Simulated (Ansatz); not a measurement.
# B₂H₅ (doublet): wave-function methods side by side at distance B1–H4 along a hydrogen transfer = 1.392 Å, cc-pVDZ

How much of the correlation energy of B₂H₅ (doublet) does each wave-function method recover here?

Program: Ansatz 0.2.0, Gaussian basis. Level of theory: cc-pVDZ, core rule «outside noble gas», up to 2 orbitals frozen. These are calculated values, not measurements.

Plan: UHF; CCSD(T) on ROHF; CCSD(T) on UHF; BCCD(T) on ROHF; CISD; CCSDT(Q) on ROHF; CCSDT(Q) on UHF; CASSCF and MRCISD+Q, 3 electrons in 3 orbitals; CASSCF and NEVPT2, 3 electrons in 3 orbitals; CASSCF and NEVPT2, 9 electrons in 9 orbitals.

7 further runs of the same task are left out: 4 that didn't finish, 3 set aside as unsound or not needed.

## 1. What is computed

The geometry derives from fragments relaxed apart (PBE0/def2-TZVP) and kept rigid, so it is no stationary point. A hydrogen atom is moved between rigid fragments.

7 atoms, charge 0, spin multiplicity 2.

Atoms are counted from 1 here; the program's logs count them from 0.

Bond lengths: B1–H2 1.193 Å, B1–H3 1.193 Å, B1–H4 1.392 Å, B5–H6 1.191 Å, B5–H7 1.191 Å. Angles: H2–B1–H3 120.0°, H2–B1–H4 120.0°, H3–B1–H4 120.0°, H6–B5–H7 129.4°.

Geometry (Å):

```xyz
7

B    -1.5177    0.0000    0.0000
H    -2.1144    1.0336    0.0000
H    -2.1144   -1.0336    0.0000
H    -0.1257    0.0000    0.0000
B     1.5413    0.0000    0.0000
H     2.0504    0.0000    1.0770
H     2.0504    0.0000   -1.0770
```

## 2. UHF

in.yaml

```yaml
crystal:
  periodic: [false, false, false]
  atoms:
    - {symbol: B, position_ang: [-1.517674, 0.000000, 0.000000]}
    - {symbol: H, position_ang: [-2.114407, 1.033571, 0.000000]}
    - {symbol: H, position_ang: [-2.114407, -1.033571, 0.000000]}
    - {symbol: H, position_ang: [-0.125674, 0.000000, 0.000000]}
    - {symbol: B, position_ang: [1.541326, 0.000000, 0.000000]}
    - {symbol: H, position_ang: [2.050399, 0.000000, 1.077008]}
    - {symbol: H, position_ang: [2.050399, 0.000000, -1.077008]}
basis:
  gaussian: {orbitals: cc-pVDZ}
magnetization: {spin_polarized: true, initial_magnetization: 1}
hamiltonian: {xc: hf}
output: {orbitals: {seedname: orbitals}}
```

On the command line:

```sh
$ ansatz run in.yaml --threads 1 --pin off --events-out ev --progress --plain --max-ram 2393MiB
```

Further steps of the session: CCSD(T) on ROHF; CCSD(T) on UHF; BCCD(T) on ROHF; CISD; CCSDT(Q) on ROHF; CCSDT(Q) on UHF; CASSCF and MRCISD+Q, 3 electrons in 3 orbitals; CASSCF and NEVPT2, 3 electrons in 3 orbitals; CASSCF and NEVPT2, 9 electrons in 9 orbitals.

Before running them: what should the planned runs give, taken together? Wanted: UCCSDT(Q) below the RHF energy; RMP2 from UCCSDT(Q); UMP2 from UCCSDT(Q); RCCSD from UCCSDT(Q); RCCSD(T) from UCCSDT(Q); UCCSD(T) from UCCSDT(Q); RCCSDT(Q) from UCCSDT(Q); NEVPT2 pair from UCCSDT(Q); MRCISD+Q pair from UCCSDT(Q).

As calculated:

```
                         quantity                                                                  value
   UCCSDT(Q) below the RHF energy                                                             -6.1216 eV
              RMP2 from UCCSDT(Q)                                                            +1356.5 meV
              UMP2 from UCCSDT(Q)                                                            +1369.9 meV
             RCCSD from UCCSDT(Q)                                                             +137.9 meV
          RCCSD(T) from UCCSDT(Q)                                                              +29.3 meV
          UCCSD(T) from UCCSDT(Q)                                                              +30.0 meV
         RCCSDT(Q) from UCCSDT(Q)                                                               +0.2 meV
       NEVPT2 pair from UCCSDT(Q)                                                            +1334.7 meV
     MRCISD+Q pair from UCCSDT(Q)                                                              +24.1 meV
   NEVPT2 frontier from UCCSDT(Q)                                                            +1337.9 meV
levels within 1 kcal/mol (43 meV)  RCCSD(T), UCCSD(T), BCCD(T), RCCSDT, UCCSDT, RCCSDT(Q), MRCISD+Q pair
                    T1 diagnostic                                                                  0.018
```

What this shows: RCCSD(T) misses by +29.3 meV, 0.5 % of the correlation energy. Of the multireference levels listed MRCISD+Q pair comes nearest in total energy (+24.1 meV), which doesn't show that its space is the better one. These misses are within one basis, not against nature; the frozen cores of restricted and unrestricted runs differ, which can shift their rows.
